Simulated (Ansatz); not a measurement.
A calculation with Ansatz (development build ahead of 0.2.0).

```yaml
crystal:
  periodic: [false, false, false]
  atoms:
    - { symbol: O, position_ang: [0.0, 0.0, -0.57984] }
    - { symbol: O, position_ang: [0.0, 0.0, 0.57984] }
basis:
  gaussian: { orbitals: "6-31G" }
magnetization:
  initial_magnetization: 2
hamiltonian:
  xc: hf
correlation:
  method: bccd_t
  frozen_orbitals: { O: 1 }
```

The input is written out in the form of the current development build from the run's settings. Correlation on restricted open-shell orbitals is semicanonical, with singles.

The run gave:

```
Converged                               : yes
Reference energy (starting determinant) : -149.52699 hartree
Correlation energy                      : -0.24522 hartree
Total energy                            : -149.77221 hartree
```
